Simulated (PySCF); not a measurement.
Run record: core-ionisation job, `CCNC` (C3H9N).

Computed with delta-SCF UKS SCAN, pcX-2 on the ionised atom, pcseg-1 elsewhere, spin-free X2C (PySCF 2.14.0). Geometry: GFN2-xTB. A driver script takes a list of jobs; this job's settings line and coordinates (Å) are shown.

Input:
```
{"job": {"kind": "xps"}, "charge": 0, "multiplicity": 1}
C     -1.848111    -0.012926     0.244868
C     -0.452082    -0.449312    -0.175777
N      0.505767     0.609738     0.081098
C      1.862980     0.246750    -0.263396
H     -2.116334     0.905188    -0.270595
H     -2.574800    -0.783472     0.000658
H     -1.883898     0.170192     1.317142
H     -0.183536    -1.390001     0.340980
H     -0.435847    -0.648854    -1.252252
H      0.460253     0.869529     1.062911
H      2.524438     1.077208    -0.023329
H      1.912712     0.061312    -1.336945
H      2.224070    -0.654865     0.256909
```

Output:
```
ground state, core basis on atom 0 (C), 132 functions
  cycle   1  E = -174.37573223  |g| = 4.87e-01
  cycle   2  E = -174.32783367  |g| = 6.53e-01
  cycle   3  E = -174.43818327  |g| = 6.66e-02
  cycle   4  E = -174.43893282  |g| = 3.35e-02
  cycle   5  E = -174.43917806  |g| = 6.02e-03
  cycle   6  E = -174.43918258  |g| = 1.86e-03
  cycle   7  E = -174.43918418  |g| = 7.26e-04
  cycle   8  E = -174.43918270  |g| = 8.30e-05
  E(ground) = -174.44811035 Eh
hole in C 1s of atom 0
  cycle   1  E = -163.21188166  |g| = 1.50e+00
  cycle   2  E = -162.69392140  |g| = 1.71e+00
  cycle   3  E = -163.72464565  |g| = 3.19e-01
  cycle   4  E = -163.75547128  |g| = 1.45e-01
  cycle   5  E = -163.76407317  |g| = 4.43e-02
  cycle   6  E = -163.76482800  |g| = 9.37e-03
  cycle   7  E = -163.76486136  |g| = 5.52e-03
  cycle   8  E = -163.76487851  |g| = 1.15e-03
  cycle   9  E = -163.76487957  |g| = 5.81e-04
  cycle  10  E = -163.76488066  |g| = 2.02e-04
  E(ion) = -163.77294748 Eh   <S^2> = 0.7670   hole on atom = 1.000   binding energy = 290.486 eV
ground state, core basis on atom 1 (C), 132 functions
  cycle   1  E = -174.44083619  |g| = 5.88e-02
  cycle   2  E = -174.44079813  |g| = 2.35e-02
  cycle   3  E = -174.44084231  |g| = 1.95e-02
  cycle   4  E = -174.44093748  |g| = 1.24e-03
  cycle   5  E = -174.44093681  |g| = 2.51e-04
  E(ground) = -174.44980246 Eh
hole in C 1s of atom 1
  cycle   1  E = -163.18137122  |g| = 1.51e+00
  cycle   2  E = -162.40086588  |g| = 1.92e+00
  cycle   3  E = -163.69249032  |g| = 3.45e-01
  cycle   4  E = -163.73457225  |g| = 1.10e-01
  cycle   5  E = -163.73883883  |g| = 4.89e-02
  cycle   6  E = -163.73991437  |g| = 1.29e-02
  cycle   7  E = -163.73998499  |g| = 6.47e-03
  cycle   8  E = -163.74001113  |g| = 2.06e-03
  cycle   9  E = -163.74001598  |g| = 1.01e-03
  cycle  10  E = -163.74001716  |g| = 3.61e-04
  E(ion) = -163.74797000 Eh   <S^2> = 0.7718   hole on atom = 1.000   binding energy = 291.212 eV
ground state, core basis on atom 2 (N), 132 functions
  cycle   1  E = -174.45266430  |g| = 7.49e-02
  cycle   2  E = -174.45261543  |g| = 2.64e-02
  cycle   3  E = -174.45257899  |g| = 2.97e-02
  cycle   4  E = -174.45275596  |g| = 3.11e-03
  cycle   5  E = -174.45275813  |g| = 5.66e-04
  cycle   6  E = -174.45275740  |g| = 4.21e-05
  E(ground) = -174.46054214 Eh
hole in N 1s of atom 2
  cycle   1  E = -158.88633253  |g| = 1.86e+00
  cycle   2  E = -158.17718002  |g| = 2.13e+00
  cycle   3  E = -159.53055341  |g| = 3.99e-01
  cycle   4  E = -159.58058587  |g| = 8.69e-02
  cycle   5  E = -159.58334774  |g| = 3.50e-02
  cycle   6  E = -159.58396153  |g| = 6.45e-03
  cycle   7  E = -159.58398277  |g| = 1.97e-03
  cycle   8  E = -159.58398500  |g| = 9.75e-04
  cycle   9  E = -159.58398598  |g| = 3.80e-04
  E(ion) = -159.59055742 Eh   <S^2> = 0.7650   hole on atom = 1.000   binding energy = 404.633 eV
ground state, core basis on atom 3 (C), 132 functions
  cycle   1  E = -174.43982701  |g| = 5.83e-02
  cycle   2  E = -174.43975682  |g| = 2.63e-02
  cycle   3  E = -174.43975754  |g| = 2.63e-02
  cycle   4  E = -174.43990406  |g| = 1.90e-03
  cycle   5  E = -174.43990381  |g| = 3.79e-04
  E(ground) = -174.44846033 Eh
hole in C 1s of atom 3
  cycle   1  E = -163.18752565  |g| = 1.50e+00
  cycle   2  E = -162.55424303  |g| = 1.80e+00
  cycle   3  E = -163.69432468  |g| = 3.29e-01
  cycle   4  E = -163.73020273  |g| = 1.22e-01
  cycle   5  E = -163.73677714  |g| = 4.03e-02
  cycle   6  E = -163.73752528  |g| = 1.08e-02
  cycle   7  E = -163.73756785  |g| = 7.26e-03
  cycle   8  E = -163.73759704  |g| = 1.98e-03
  cycle   9  E = -163.73760077  |g| = 9.89e-04
  cycle  10  E = -163.73760129  |g| = 3.75e-04
  E(ion) = -163.74519097 Eh   <S^2> = 0.7704   hole on atom = 1.000   binding energy = 291.251 eV
```

Cycles run on a coarse grid; E(ground) and E(ion) are re-evaluated on a finer one, so they differ from the last cycle. Atoms in this output count from 0.

Task: How does the 1s binding energy of C1 follow from the two total energies?

Result: E(ion) − E(ground) = -163.77294748 − (-174.44811035) = 10.675163 Eh, times 27.211386 eV gives 290.49 eV.

Summary of the converged run: C1s of C1 290.49 eV; C1s of C2 291.21 eV; N1s of N3 404.63 eV; C1s of C4 291.25 eV.

One conformer (not necessarily the lowest) at the GFN2-xTB geometry, without solvent, vibrations or thermal averaging.

Task: Estimate the wall time. Hardware: one thread of an x86-64 server, no GPU, shared host.

Result: About 14 s.
Labels such as C1 count atoms from 1, the log's own numbers from 0.
